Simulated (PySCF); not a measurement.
Geometries of 5 isomers of C5H10S, from PBE0-D3(BJ)/def2-SVP geometry optimisation, gas phase (PySCF). One conformer each, no zero-point energy, no frequencies.

Question: Which isomer lies lowest at this level?
A.
```xyz
16
angstrom
C      2.158    0.258   -0.376
C      0.866   -0.026    0.365
C     -0.164   -0.814   -0.437
C     -1.518   -0.578    0.214
C     -1.652    0.930    0.383
S      0.010    1.537    0.848
H      2.661   -0.685   -0.647
H      1.960    0.828   -1.297
H      2.858    0.844    0.239
H      1.092   -0.570    1.298
H     -0.178   -0.437   -1.475
H      0.106   -1.882   -0.479
H     -1.544   -1.065    1.203
H     -2.350   -0.992   -0.378
H     -2.374    1.209    1.164
H     -1.965    1.410   -0.558
```
B.
```xyz
16
angstrom
C      1.973    0.792   -0.032
C      1.194   -0.455    0.357
C     -0.172   -0.142    0.914
C     -1.301   -1.121    0.819
C     -1.317    0.125   -0.024
S     -2.557    1.357    0.351
H      2.969    0.542   -0.427
H      2.115    1.459    0.833
H      1.440    1.367   -0.806
H      1.083   -1.119   -0.518
H      1.762   -1.036    1.104
H     -0.171    0.482    1.815
H     -2.005   -1.178    1.652
H     -1.126   -2.070    0.305
H     -1.116   -0.014   -1.092
H     -1.785    2.444    0.130
```
C.
```xyz
16
angstrom
C      2.945    0.805    0.079
S      1.575    0.000   -0.772
C      0.285    0.284    0.388
C     -0.986   -0.125    0.241
C     -2.017    0.167    1.289
C     -1.458   -0.888   -0.959
H      3.152    0.328    1.049
H      3.827    0.687   -0.565
H      2.755    1.879    0.223
H      0.582    0.839    1.284
H     -2.458   -0.766    1.681
H     -1.596    0.727    2.137
H     -2.851    0.756    0.871
H     -2.267   -0.343   -1.476
H     -0.654   -1.069   -1.686
H     -1.875   -1.866   -0.662
```
D.
```xyz
16
angstrom
C     -2.685    0.002    0.913
C     -1.640    0.283   -0.162
C     -0.650   -0.827   -0.308
C      0.685   -0.710   -0.301
S      1.553    0.815   -0.232
C      3.082    0.272    0.560
H     -3.239   -0.927    0.701
H     -2.214   -0.111    1.901
H     -3.419    0.819    0.979
H     -1.106    1.221    0.061
H     -2.150    0.444   -1.130
H     -1.059   -1.838   -0.431
H      1.317   -1.599   -0.410
H      2.904   -0.072    1.588
H      3.567   -0.525   -0.023
H      3.752    1.143    0.586
```
E.
```xyz
16
angstrom
S      2.264    0.749   -0.458
C      1.099   -0.441    0.304
C      0.128    0.208    1.291
C     -1.001    0.765    0.410
C     -0.982   -0.083   -0.886
C      0.156   -1.099   -0.703
H      1.334    1.563   -1.004
H      1.771   -1.165    0.789
H     -0.266   -0.580    1.955
H      0.608    0.966    1.925
H     -1.972    0.723    0.924
H     -0.823    1.827    0.181
H     -1.943   -0.584   -1.073
H     -0.793    0.553   -1.765
H      0.659   -1.374   -1.641
H     -0.235   -2.027   -0.251
```

Answer: A. That is `C1CCS[C@@H]1C` (2-methyltetrahydrothiophene), 3.3 kcal/mol below the next.

```
           SMILES                       atoms numbered as above      E (Eh)  relative (kcal/mol)  relative (kJ/mol)  dipole (D)
    C[C@@H]1CCCS1   [CH3:1][C@@H:2]1[CH2:3][CH2:4][CH2:5][S:6]1  -594.12205                  0.0                0.0        1.95
         SC1CCCC1    [SH:1][CH:2]1[CH2:3][CH2:4][CH2:5][CH2:6]1  -594.11685                  3.3               13.6        1.76
        CSC=C(C)C      [CH3:1][S:2][CH:3]=[C:4]([CH3:5])[CH3:6]  -594.09020                 20.0               83.6        1.19
CC[C@@H]1C[C@H]1S  [CH3:1][CH2:2][C@@H:3]1[CH2:4][C@H:5]1[SH:6]  -594.08566                 22.8               95.5        1.72
        CC/C=C\SC     [CH3:1][CH2:2]/[CH:3]=[CH:4]\[S:5][CH3:6]  -594.08500                 23.2               97.3        1.19
```

As drawn, the highest has a C=C bond outside aromatic rings, which the lowest lacks.
